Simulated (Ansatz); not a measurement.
## AlH3 (SMILES [H][Al]([H])[H]): the electronic atomisation energy, rung by rung

AlH3 has 4 atoms, charge 0, and is taken as a singlet. SMILES: `[H][Al]([H])[H]`. Geometry: a GFN2-xTB relaxation, a rough one for these elements and not checked as a minimum.

Quantity: the electronic atomisation energy, in eV. The values are calculated. Electronic energies at fixed atoms, without zero-point motion or spin-orbit coupling.

```tsv
level	kind	program	value (eV)	less FCI/6-31G*
HF/6-31G* (spherical functions)	Hartree–Fock	Ansatz	7.17	-0.77
SVWN5/6-31G* (spherical functions)	LDA	Ansatz	9.69	+1.75
revPBE/6-31G* (spherical functions)	GGA	Ansatz	8.67	+0.73
B3LYP/6-31G* (spherical functions)	global hybrid	Ansatz	9.11	+1.17
CAM-B3LYP/6-31G* (spherical functions)	range-separated hybrid	Ansatz	9.19	+1.25
B2PLYP/6-31G* (spherical functions)	double hybrid	Ansatz	8.74	+0.80
CCSDT/6-31G* (spherical functions)	coupled cluster or CI	Ansatz	7.94	0.00
FCI/3-21G	exact in the basis	Ansatz	7.41	-0.53
FCI/6-31G* (spherical functions)	exact in the basis	Ansatz	7.94	0.00
```

FCI/6-31G* (spherical functions) is exact within its basis and frozen core, so for wave-function methods in that basis the difference is their error; functionals converge differently with the basis, so for them it is only a difference. The values span 7.17 to 9.69 eV. High-level rows in very small sets aren't better than simpler rows in larger ones.
